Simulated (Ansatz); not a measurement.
CH2NO (SMILES [NH]C=O): the vertical energy of the quartet above the doublet from total energies

CH2NO: 5 atoms, total charge 0, spin state doublet. As SMILES, `[NH]C=O`. Geometry: relaxed at GFN2-xTB.

Both states at this one shape; open shells run unrestricted unless said. 1 Eh = 27.2114 eV.

| level | program | doublet CH2NO (Eh) | quartet CH2NO (Eh) |
| --- | --- | --- | --- |
| UPBE/STO-3G | Ansatz | -166.743726 | -166.560774 |
| U-wB97M-V/STO-3G | Ansatz | -166.904425 | -166.727016 |
| UCAM-B3LYP/STO-3G | Ansatz | -166.821348 | -166.654037 |
| UB2PLYP/STO-3G, 3 core orbitals frozen | Ansatz | -166.667282 | -166.495027 |

Work out the vertical gap, second state less first, at each level.


1. UPBE/STO-3G: -166.560774 − (-166.743726) = 0.182952 Eh = 4.98 eV.
2. U-wB97M-V/STO-3G: -166.727016 − (-166.904425) = 0.177409 Eh = 4.83 eV.
3. UCAM-B3LYP/STO-3G: -166.654037 − (-166.821348) = 0.167311 Eh = 4.55 eV.
4. UB2PLYP/STO-3G: -166.495027 − (-166.667282) = 0.172255 Eh = 4.69 eV.

No measured value is set beside it here; the levels span 4.55 to 4.98 eV. Minimal sets are far from the basis-set limit. The first state is spin-contaminated at UB2PLYP/STO-3G (⟨S²⟩ = 0.86).
